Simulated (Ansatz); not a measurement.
CF+ (SMILES [C+]F): methods side by side

The species is CF+ (2 atoms), meant as a singlet with charge +1. SMILES: `[C+]F`. The shape was relaxed beforehand at PBE0/def2-SVP.

| atom | x (Å) | y (Å) | z (Å) |
| --- | --- | --- | --- |
| C | 0.4925 | -0.1609 | 0.2533 |
| F | -0.4925 | 0.1609 | -0.2533 |

Each level gives the adiabatic electron affinity (to the doublet neutral, shapes relaxed at PBE0/def2-SVP, no zero-point term) (eV). The values are calculated.

The electron affinity is E(neutral) − E(anion): positive where the electron is bound.

```csv
level,kind,program,value (eV),less CCSD(T)/def2-TZVPP
SVWN5/def2-TZVPP,LDA,Ansatz,9.27,+0.30
PBE/def2-TZVPP,GGA,Ansatz,9.30,+0.33
B3LYP/def2-TZVPP,global hybrid,Ansatz,9.45,+0.48
PBE0-D4/def2-TZVPP,global hybrid,Ansatz,9.35,+0.38
CAM-B3LYP/def2-TZVPP,range-separated hybrid,Ansatz,9.46,+0.49
wB97M-V/def2-TZVPP,range-separated hybrid,Ansatz,9.05,+0.08
MP2/def2-TZVPP,perturbation theory,Ansatz,8.93,-0.04
CCSD(T)/def2-TZVPP,coupled cluster or CI,Ansatz,8.97,0.00
```

CCSD(T)/def2-TZVPP is the highest level here, not the true value. The values span 8.93 to 9.46 eV.
